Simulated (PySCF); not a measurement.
**Working with the constants of CF⁺**

RHF-CCSD(T) constants of CF⁺, ¹Σ⁺ (singlet), closed shell (PySCF, no relativity, basis sets C aug-cc-pVDZ, F aug-cc-pVDZ; masses 12.0000 and 18.9984 u):

* ωe: 1684.7 cm⁻¹
* ωexe: 12.7 cm⁻¹
* Be: 1.6516 cm⁻¹
* αe: 0.0189 cm⁻¹
* D (centrifugal): 6.35e-06 cm⁻¹
* De to C⁺ + F: 7.20 eV

(1) Give the band origin of the fundamental and the first lines of its P and R branches.

(2) Near which J would the R branch turn back, without centrifugal distortion?

Correlated steps freeze 2 core orbitals. Correlated levels converge slowly with the basis: in double zeta they bind strong bonds too weakly, by up to about 1 eV, and carry superposition errors of some tenths. For an ion De counts to the pair picked by the measured ionisation energies or electron affinities, which need not be the lowest pair at this level. Where the molecule has an RHF reference, its open-shell atoms are computed with UHF. The CCSD T1 diagnostic is raised, a sign that a single reference may not be enough here.

## Answers

(1) ν0 = ωe − 2ωexe = 1659.3 cm⁻¹, B0 = 1.6421, B1 = 1.6232 cm⁻¹.

| J″ | P(J″) − ν0 | R(J″) − ν0 |
| --- | --- | --- |
| 0 |  | 3.246 |
| 1 | -3.284 | 6.455 |
| 2 | -6.606 | 9.625 |
| 3 | -9.966 | 12.758 |
| 4 | -13.362 | 15.851 |
| 5 | -16.796 | 18.907 |
| 6 | -20.267 | 21.923 |

(2) At J ≈ (B0 + B1)/(2(B0 − B1)) − 1 ≈ 85.
